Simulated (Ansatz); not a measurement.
Relaxed structures of BH$_{2}$SO (charge -1), singlet (PBE0-D4/def2-TZVPD; forces vanish, vibrations not checked; lower isomers may exist, and structures with a doubtful reference or unclear bonds are left out; Å). Program: Ansatz 0.2.0. Basis: def2-TZVPPD. Cores are frozen in the correlated methods.

Q: Rank them by CCSD(T) energy, lowest first, and give each one's height above the lowest. Links in brackets join atoms within 1.22 times the sum of their covalent radii (1.1 for two metals). (Judge from chemistry; the value comes from the calculation.)
A.
BH₂SO ([OH][BH][S]), total charge -1
```
5
angstrom
O -0.6849 -0.0405 1.2391
B -0.5298 -0.3222 -0.1240
S 0.7251 0.4019 -1.1195
H -1.3604 -1.1173 -0.5205
H 0.0157 0.5914 1.4439
```
B.
BH₂SO ([OH][B][SH]), total charge -1
```
5
angstrom
O -0.7334 -0.3138 1.4562
B -0.6949 -0.4374 0.0832
S 0.7467 0.3982 -0.7307
H 0.0161 0.2049 1.8162
H 1.4416 0.9602 0.3400
```
C.
BH₂SO ([O][BH][SH]), total charge -1
```
5
angstrom
O -0.5692 -0.1643 1.4281
B -0.5382 -0.3277 0.1723
S 0.8565 0.4148 -1.0022
H -1.3094 -0.9415 -0.5679
H 1.5603 1.0188 -0.0303
```

A: By the calculation: A (0.000 eV), C (0.447 eV), B (2.755 eV). Heights count from the lowest.

The T1 diagnostic stays at or below 0.024.

For scale, one of the runs: CCSD(T)/def2-TZVPPD, 162 basis functions, launched by `ansatz run in.yaml --threads 2 --pin off --events-out ev --progress --plain --max-ram 4352MiB`. Time: 25 s of wall clock on 2 CPU threads of an Arm Neoverse V1; the host was shared. Peak host memory: 1.2 GiB.
